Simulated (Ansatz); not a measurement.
## MgH2, triplet in aug-cc-pVTZ: errors against full CI

Geometry: a point of a bend scan, not a stationary point.

```xyz
3

Mg    0.0000    0.0000   -0.1116
H     0.0000    1.3658    1.3454
H     0.0000   -1.3658    1.3454
```

Basis aug-cc-pVTZ; Ansatz 0.2.0. Correlated methods freeze the noble-gas cores, which leaves 4 electrons in 91 orbitals. Prefix R: restricted or restricted open-shell reference; prefix U: unrestricted. Active spaces: valence = (4e, 6o) chosen from the atoms' valence shells. The metal's outer-core shells are frozen, which leaves out core–valence correlation.

Full CI is exact within this basis and frozen core; it isn't the basis-set limit. The frozen core follows each run's orbitals, which can shift R against U totals by a few meV.

HF rows: UHF is the lowest solution found. Coupled cluster chose its determinant by a search with trial CCSD, here up to 0.20 eV above the lowest Hartree–Fock solution of its kind, and MP2 stands on that determinant too.

- UHF ⟨S²⟩: 2.090
- T1 diagnostic (RCCSD): 0.0452
- largest doubles amplitude (RCCSD): 0.089
- T1 diagnostic (UCCSD): 0.0386

| level | E − E(determinant under the R cluster runs) (eV) |
| --- | --- |
| UHF | -0.4608 |
| RMP2 | -1.4697 |
| UMP2 | -1.4206 |
| RCCSD* | -1.8971 |
| UCCSD | -1.9101 |
| RCCSD(T)* | -1.9436 |
| UCCSD(T) | -1.9448 |

Problem. Estimate how far full CI in aug-cc-pVTZ lies from RCCSD(T). The table doesn't fix it; the size of (T) and the diagnostics are the guide.

Solution. Full CI in aug-cc-pVTZ lies 17 meV below RCCSD(T), which is 36 % of the (T) step (-46 meV). T1 is raised, and the rest is a large part of (T).

The other levels:

| level | E − E(full CI) (meV) | share of correlation (%) | wall time |
| --- | --- | --- | --- |
| BCCD(T)* | 17 | 99.12 | 18 s |
| RCCSDT* | 1 | 99.97 | – |
| UCCSDT | 0 | 100.01 | – |
| RCCSDT(Q)* | 0 | 99.99 | 88 s |
| UCCSDT(Q) | -1 | 100.03 | 50 s |
| CASSCF (valence space) | 743 | 62.11 | – |
| NEVPT2 (valence space) | 223 | 88.64 | 2.9 s |

An asterisk marks runs whose energy the program itself flagged as in doubt.

The correlation energy at full CI, counted from the determinant under the R cluster runs, is -1.960 eV. That run took 49 s on 1 thread of INTEL XEON PLATINUM 8581C, shared host over 4,238,676 determinants.

Run but not shown, since their state, orbitals or frozen core can't be matched to the reference's or they repeat it: RHF.

Times hold each run's SCF and search for its determinant on a shared host, so for small cases they say little of a method's own cost; they ran on 1 thread of INTEL XEON PLATINUM 8581C.

The full-CI state has the irrep B2 of C2v, in the program's axes.

Natural occupations of full CI about the gap: 1.892 1.014 0.970 0.041 0.035 0.013 0.007 0.006 0.005 0.004; effectively unpaired electrons, Σ n²(2−n)², 2.05.
